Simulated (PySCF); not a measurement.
Compound: 4-chloro-1-butene, C₄H₇Cl.
Atom-mapped SMILES: `[CH2:1]=[CH:2][CH2:3][CH2:4][Cl:5]` (hydrogens: H6, H7 on C1; H8 on C2; H9, H10 on C3; H11, H12 on C4)

Geometry (PBE0-D3(BJ)/def2-SVP, Å), atoms numbered from 1 in this order:
```xyz
12
C4H7Cl angstrom
C     -1.9994    0.3792   -0.0213
C     -0.8999   -0.2686   -0.4080
C      0.4810    0.3101   -0.4189
C      1.4006   -0.4302    0.5375
Cl     3.0648    0.2217    0.4856
H     -2.9805   -0.1028   -0.0345
H     -1.9594    1.4202    0.3162
H     -0.9887   -1.3120   -0.7384
H      0.9112    0.2459   -1.4333
H      0.4556    1.3771   -0.1474
H      1.4667   -1.4988    0.2869
H      1.0480   -0.3413    1.5744
```

The calculation used core-valence-separated Tamm–Dancoff BHandHLYP/aug-pcX-1 (pcseg-1 on H, def2-SVPD on Cl) in PySCF, non-relativistic, gas phase, PBE0-D3(BJ)/def2-SVP geometry. No empirical shift is added; at this level the pattern usually sits a few eV under experiment.

The lowest roots of each edge with f over 0.003 (five at most, numbered afresh; weaker and dark ones are left out), with transition dipoles (au) in the frame of the coordinates:

```
root  edge  E (eV)       f       μx       μy       μz
   1     C  282.54  0.0583   0.0126  -0.0282   0.0865
   2     C  282.72  0.0635  -0.0128   0.0298  -0.0900
   3     C  285.01  0.0669  -0.0904  -0.0370   0.0051
   4     C  285.59  0.0049   0.0012  -0.0178   0.0196
   5     C  285.83  0.0101  -0.0348   0.0120   0.0093
```

Q: Molecules are fixed in this frame and the field points along (1, 0, −1)/√2. What effective strengths 3 f cos²θ do the roots have (θ between field and μ)?

A: root 1 (C1): 0.057, root 2 (C2): 0.062, root 3 (C4): 0.096, root 4 (C3): 0.004, root 5 (C1): 0.020. Root 3 is the strongest. Averaged over all orientations cos²θ is 1/3, which gives f back.

One conformer stands for the species.
